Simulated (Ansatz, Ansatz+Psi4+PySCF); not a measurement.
```xyz
12

C     0.0000    1.3953    0.0000
C     1.2083    0.6976    0.0000
C     1.2083   -0.6976    0.0000
C     0.0000   -1.3953    0.0000
C    -1.2083   -0.6976    0.0000
C    -1.2083    0.6976    0.0000
H     0.0000    2.4824    0.0000
H     2.1498    1.2412    0.0000
H     2.1498   -1.2412    0.0000
H     0.0000   -2.4824    0.0000
H    -2.1498   -1.2412    0.0000
H    -2.1498    1.2412    0.0000
```

Basis set: cc-pVTZ (spherical functions). Correlated methods keep 6 orbitals frozen. Charge 0, multiplicity 1.

Computed with Ansatz (development build ahead of 0.2.0); free ground-state atoms in the same class of orbitals, no zero-point energy, no relativity.

The atomization energy of singlet C6H6 from measured heats of formation, zero-point and thermal terms removed is 59.310 eV (G2/97 set, Curtiss et al., J. Chem. Phys. 106, 1063 (1997), as shipped with ASE); it holds spin-orbit and other relativistic effects.

Task: How far do RHF-MP2, RHF miss it in this basis?

Result:

| method | atomization energy (eV) | computed − measured (eV) |
| --- | --- | --- |
| RHF-MP2 | 59.330 | 0.020 |
| RHF | 45.162 | -14.148 |

Caution: unrestricted orbitals would lower the determinant.
